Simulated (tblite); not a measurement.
Species: C₄H₁₀NP.
SMILES with atom numbers: `[CH3:1]/[CH:2]=[CH:3]\[P:4]([CH3:5])[NH2:6]` (hydrogens: H7, H8, H9 on C1; H10 on C2; H11 on C3; H12, H13, H14 on C5; H15, H16 on N6)

Computed with GFN2-xTB (tblite), gas phase: L-BFGS steps from a force-field or distance-geometry start until the largest atomic force falls under 0.01 eV/Å.

Step 16: E = -519.0262 eV
```
atom  x, y, z in Å  |  force x, y, z in eV/Å
C1      2.4612    0.1191    0.0825    0.000  -0.010   0.030
C2      1.4977   -0.5168   -0.8605   -0.015   0.071  -0.013
C3      0.1930   -0.6360   -0.6551   -0.006  -0.005  -0.015
P4     -0.6823   -0.0550    0.8461    0.044  -0.048   0.021
C5     -2.3494   -0.7485    0.4366   -0.005   0.005  -0.001
N6     -1.0162    1.5373    0.2481   -0.018   0.032  -0.059
H7      3.2474   -0.5856    0.3505    0.017  -0.029  -0.015
H8      1.9528    0.4372    0.9909   -0.040  -0.011   0.015
H9      2.9414    0.9834   -0.3786   -0.038  -0.017  -0.024
H10     1.9294   -0.8807   -1.7880    0.003  -0.015   0.037
H11    -0.4329   -1.1152   -1.3982    0.019  -0.020  -0.028
H12    -2.6230   -0.4596   -0.5771   -0.009   0.005   0.003
H13    -3.0792   -0.3402    1.1356   -0.002  -0.034   0.000
H14    -2.3423   -1.8332    0.5324    0.031   0.028   0.018
H15    -1.5562    2.0623    0.9296   -0.019   0.016   0.023
H16    -0.1490    2.0407    0.0936    0.037   0.033   0.006
```

Step 17: E = -519.0269 eV
```
atom  x, y, z in Å  |  force x, y, z in eV/Å
C1      2.4597    0.1186    0.0842   -0.011  -0.015   0.006
C2      1.4961   -0.5159   -0.8610   -0.007   0.049  -0.006
C3      0.1912   -0.6364   -0.6569    0.008  -0.006  -0.008
P4     -0.6812   -0.0535    0.8463    0.054  -0.054  -0.007
C5     -2.3473   -0.7481    0.4371   -0.003   0.009   0.007
N6     -1.0153    1.5387    0.2473   -0.020   0.022  -0.054
H7      3.2473   -0.5865    0.3506   -0.010  -0.008  -0.016
H8      1.9492    0.4359    0.9927   -0.017  -0.021  -0.007
H9      2.9387    0.9835   -0.3779   -0.039  -0.023  -0.007
H10     1.9273   -0.8823   -1.7884    0.009  -0.001   0.052
H11    -0.4322   -1.1179   -1.4017    0.021  -0.001  -0.002
H12    -2.6186   -0.4566   -0.5764   -0.018  -0.010   0.000
H13    -3.0785   -0.3428    1.1354   -0.012  -0.019   0.011
H14    -2.3385   -1.8325    0.5342    0.032   0.023   0.001
H15    -1.5567    2.0613    0.9294   -0.018   0.025   0.021
H16    -0.1487    2.0435    0.0936    0.032   0.029   0.010
```

Step 18: E = -519.0274 eV
```
atom  x, y, z in Å  |  force x, y, z in eV/Å
C1      2.4584    0.1180    0.0856   -0.019  -0.012  -0.011
C2      1.4948   -0.5144   -0.8615    0.001   0.018   0.001
C3      0.1900   -0.6368   -0.6583    0.014  -0.005  -0.003
P4     -0.6796   -0.0531    0.8461    0.036  -0.023  -0.032
C5     -2.3458   -0.7476    0.4375    0.003   0.012   0.012
N6     -1.0148    1.5401    0.2459   -0.009   0.008  -0.026
H7      3.2471   -0.5874    0.3503   -0.029   0.005  -0.016
H8      1.9463    0.4346    0.9940    0.000  -0.027  -0.017
H9      2.9360    0.9832   -0.3775   -0.032  -0.020   0.006
H10     1.9261   -0.8834   -1.7877    0.018   0.008   0.047
H11    -0.4313   -1.1200   -1.4043    0.017   0.010   0.012
H12    -2.6159   -0.4546   -0.5758   -0.022  -0.020   0.001
H13    -3.0783   -0.3450    1.1355   -0.015  -0.006   0.018
H14    -2.3353   -1.8317    0.5356    0.030   0.013  -0.012
H15    -1.5573    2.0610    0.9294   -0.005   0.020   0.005
H16    -0.1479    2.0461    0.0938    0.012   0.018   0.016
```

**Question.** Estimate the geometry and energy of step 19. (The exact step hangs on the optimiser's Hessian estimate; all steps are aligned on step 18, rigid shifts and turns removed.)

**Answer.** E = -519.0277 eV, largest force 0.041 eV/Å
```
atom  x, y, z in Å  |  force x, y, z in eV/Å
C1      2.4572    0.1174    0.0863   -0.019  -0.006  -0.015
C2      1.4941   -0.5131   -0.8617    0.005  -0.009   0.004
C3      0.1895   -0.6371   -0.6593    0.011  -0.003  -0.001
P4     -0.6780   -0.0532    0.8455    0.008   0.015  -0.037
C5     -2.3447   -0.7471    0.4379    0.006   0.012   0.012
N6     -1.0147    1.5413    0.2446    0.005   0.000   0.001
H7      3.2464   -0.5879    0.3498   -0.033   0.007  -0.014
H8      1.9442    0.4332    0.9944    0.005  -0.026  -0.014
H9      2.9336    0.9826   -0.3773   -0.023  -0.008   0.010
H10     1.9257   -0.8840   -1.7863    0.026   0.008   0.029
H11    -0.4304   -1.1211   -1.4056    0.010   0.012   0.012
H12    -2.6146   -0.4537   -0.5755   -0.023  -0.023   0.005
H13    -3.0784   -0.3465    1.1359   -0.010   0.001   0.019
H14    -2.3326   -1.8309    0.5363    0.028   0.004  -0.018
H15    -1.5577    2.0610    0.9294    0.009   0.008  -0.013
H16    -0.1473    2.0480    0.0942   -0.006   0.009   0.019
```

The energy changes by -0.0003 eV. The first-order estimate −F·Δx gives -0.0005 eV and the mean of the old and new forces, exact on a quadratic surface, -0.0003 eV. The step makes an angle of 58° with the force vector and moves no atom by more than 0.003 Å.
